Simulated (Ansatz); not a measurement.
Consider the silylene loss: `BS[SiH3]` → `BS` + `[SiH2]`.

Calculated with Ansatz (gas phase, PBE0-D4/def2-TZVP geometries, no zero-point term in ΔE). CCSD(T)/CBS is the MP2 limit (def2-TZVPP, def2-QZVPP) plus CCSD(T) − MP2 in def2-TZVPP, frozen cores. This one scheme is used for every species. Functionals use def2-TZVPP. HSE06 is defined as in plane-wave codes.

`BS[SiH3]`:

Z-matrix (Å, degrees):
```
Si
S 1 2.156
H 1 1.482 2 109.9
H 1 1.483 2 107.0 3 -119.4
H 1 1.482 2 109.9 3 121.2
B 2 1.775 1 99.5 3 -60.7
H 6 1.192 2 116.9 1 180.0
H 6 1.195 2 121.4 1 0.0
```

`BS`:

Z-matrix (Å, degrees):
```
B
S 1 1.765
H 1 1.192 2 115.8
H 1 1.190 2 121.4 3 -180.0
H 2 1.344 1 99.2 3 180.0
```

`[SiH2]`:

Cartesian coordinates in Å:
```
Si 0.569 -0.288 0.316
H -0.885 -0.075 0.724
H 0.316 0.362 -1.040
```

(1) Is it downhill or uphill in electronic energy at CCSD(T)/CBS, and by how much? (Best estimate.)

(2) What do these levels give: LDA (SPW92), B97M-V, r2SCAN0-D4, HSE06, CCSD/def2-SVP, CCSD(T)/def2-SVP? (An estimate is asked.)

Largest T1 diagnostic among the species: 0.015.

## Answers

(1) Computed: Uphill: ΔE = +284.8 kJ/mol.

(2) Ansatz gave: LDA (SPW92) 309.3, B97M-V 278.3, r2SCAN0-D4 306.5, HSE06 289.4, CCSD/def2-SVP 255.8, CCSD(T)/def2-SVP 259.1 kJ/mol.

The D4 term adds +12.9 kJ/mol with B3LYP and +6.8 kJ/mol with PBE0; it sums over pairs of atoms, weighted by their polarisabilities, and B3LYP, whose exchange is more repulsive, gets the larger term. At CCSD(T), def2-SVP lies −25.6 kJ/mol from the extrapolated value and def2-TZVPP −9.5 kJ/mol.

B3LYP here is the variant with VWN-RPA as its local correlation; programs differ in this.
